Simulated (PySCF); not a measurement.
Species: C3HF2 (charge +1).
Bonds: F1–C2, C2–C3 (double), C3–C4, C4–F5, C2–C4. Hydrogens: H6 on C3.

Lines to be assigned: C 1s: 300.62 (area 1), 303.11 (area 2) eV; F 1s: 701.91 eV.

Computed, not measured: delta-SCF UKS SCAN, pcX-2 on the ionised atom, pcseg-1 elsewhere, spin-free X2C in PySCF. Geometry: PBE0-D3(BJ)/def2-SVP; no solvent, vibrations or thermal averaging.

Question: Which carbon gives which C 1s line?

Answer: 300.62 eV: C3 (unsaturated ring CH carbon); 303.11 eV: C2/C4 (unsaturated ring carbon). The listed C 1s values span 2.49 eV, from C3 (bonded to 2 C (aromatic in the SMILES) and H) to C2/C4 (bonded to F and 2 C (aromatic in the SMILES)). Summing the Pauling electronegativity differences to the bonded atoms, each weighted by its formal bond order, gives -0.35 for the lowest site and +1.43 for the highest.

Bonded neighbours of each site: F1/F5: C; C2/C4: F and 2 C (aromatic in the SMILES); C3: 2 C (aromatic in the SMILES) and H.

Question: Which effective nuclear charge Zeff reproduces each element's mean 1s value in the hydrogen-like formula E = 13.606 eV × Zeff²?

Answer: C (Z = 6): mean 302.3 eV, Zeff = 4.71, Z − Zeff = 1.29; F (Z = 9): mean 701.9 eV, Zeff = 7.18, Z − Zeff = 1.82. Means run over the listed sites, weighted by atom count.

Atoms equivalent by their bonding share one computed value, that of the first of them. The species carries charge +1, so core ionisation leaves charge +2.

Time: 9.4 s. Hardware: one thread of an x86-64 server (shared host).
